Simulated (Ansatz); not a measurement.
The cluster LiF₂. Charge 0, multiplicity 2. Geometry r2SCAN-D4/def2-TZVPD, that of the charge -1 singlet; atoms count from 1.

```tsv
atom	x (Å)	y (Å)	z (Å)
Li1	0.000	0.000	0.000
F2	-0.149	1.549	0.670
F3	0.149	-1.549	-0.670
```

The structure comes from a short search, and lower isomers may exist.

(1) Estimate the Mulliken populations from the PBE0/def2-TZVPD orbitals of Ansatz.

(2) Where does the spin sit?

## Answers

(1) 
| atom | charge (e) | spin (α − β) |
| --- | --- | --- |
| Li1 | 0.91 | -0.02 |
| F2 | -0.46 | 0.51 |
| F3 | -0.46 | 0.51 |
Mulliken values and Mayer orders depend strongly on the basis. With diffuse functions, as here, like atoms can get unlike values, and bond orders can come out too low or too high.

(2) Summed by element: Li -0.02, F 1.02, of 1 unpaired in all. Largest on single atoms: F3 0.51, F2 0.51, Li1 -0.02.
